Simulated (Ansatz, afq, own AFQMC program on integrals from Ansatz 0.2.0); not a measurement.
# CH6O3Sn, singlet: AFQMC among the cluster methods

```xyz
11

C     0.0217    1.5939   -0.7804
O     0.7902    0.4298   -0.9215
Sn    0.5969   -1.0810    0.3379
O    -1.0755   -2.0475   -0.1019
O     0.2614   -0.3718    2.1469
H    -0.9944    1.4828   -1.2069
H    -0.0906    1.9121    0.2732
H     0.5188    2.4148   -1.3245
H     2.0169   -2.0082    0.2682
H    -1.3023   -1.9632   -1.0359
H    -0.6776   -0.4188    2.3655
```

Basis def2-SVP with its core potentials. Noble-gas cores (and the filled d shells of Ga–Kr and In–Xe) are frozen. AFQMC by an in-house program on the Cholesky factors that Ansatz 0.2.0 writes for its CCSD(T) run. ph-AFQMC/CISD is guided by a CISD state made of CCSD amplitudes; releasing the constraint for a short imaginary time cuts its bias at the price of noise, slowly where states lie close. ± is one standard error of the sampling. No spin–orbit coupling.

Determinant: RHF, the one that the program's search chose, which needn't be the lowest solution. The geometry is a PBE0/def2-SVP stationary point of this or a neighbouring charge and spin state.

No full CI on the walks' own integrals is used here. The released AFQMC energy serves as the reference, which it does only where one determinant dominates, the energy is flat over the last release times and near the phaseless one (40 meV or 2 meV an electron, half that with transition metals). On small molecules, where full CI could be run and the noise was under 10 meV, such values lay within 10 meV of it in 19 cases of 20, a flattering rate, since the rule was set on those same cases; what remains of the bias isn't in the error bar.

Cautions: no spin-orbit coupling; inner d shell frozen; the released value is read at 0.90 1/Eh with a noise of 16 meV, more than in the cases checked (meV from the phaseless value at times in 1/Eh: -4 ± 15 at 0.21, 13 ± 13 at 0.42, 10 ± 13 at 0.63, -6 ± 16 at 0.90).

```
T1 diagnostic                               : 0.0139
weight of the determinant in the CISD state : 0.780
size of the correlated space                : 32 electrons in 99 orbitals
```

Reference: AFQMC with the constraint released, correlation energy -23.346 ± 0.016 eV.

```
        level  E − E(reference) (mEh)  share of correlation (%)
           HF           857.95 ± 0.61                      0.00
          MP2            57.24 ± 0.61                     93.33
         CCSD            23.43 ± 0.61                     97.27
      CCSD(T)             3.71 ± 0.61                     99.57
ph-AFQMC/CISD             0.23 ± 0.72                     99.97
```

Released energies are given only where the last usable release times agree within the noise; a slower fall can still hide under it.
